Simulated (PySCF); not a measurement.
C2H4O2, SMILES COC=O. Atoms are numbered in the order given.

```xyz
8

C     -0.3946    -1.3589     0.0000
O      0.7257    -0.4740     0.0000
C      0.4328     0.8286     0.0000
O     -0.6740     1.2906     0.0000
H     -1.0164    -1.1976    -0.8936
H      0.0172    -2.3755     0.0000
H     -1.0164    -1.1976     0.8936
H      1.3730     1.4191     0.0000
```

Geometry optimised at ωB97X-D3(BJ)/def2-SVP. One conformer was computed; it need not be the lowest.

Level of theory: PBE/pcJ-1 (PySCF).

Isotropic couplings with Fermi-contact, spin-dipole and both spin-orbit terms, one fixed conformer, no vibrational averaging. Isotopes: 13C, 1H.

Computed spin–spin coupling constants:
```tsv
pair	bonds apart	J (Hz)
C1–H5	1	138.9
C1–H6	1	141.6
C1–H7	1	138.9
C3–H8	1	214.3
C1–C3	2	-2.8
H5–H6	2	-9.3
H5–H7	2	-11.4
H6–H7	2	-9.3
C1–H8	3	5.2
C3–H5	3	1.9
C3–H6	3	9.8
C3–H7	3	1.9
H5–H8	4	-1.6
H6–H8	4	-0.5
H7–H8	4	-1.6
```
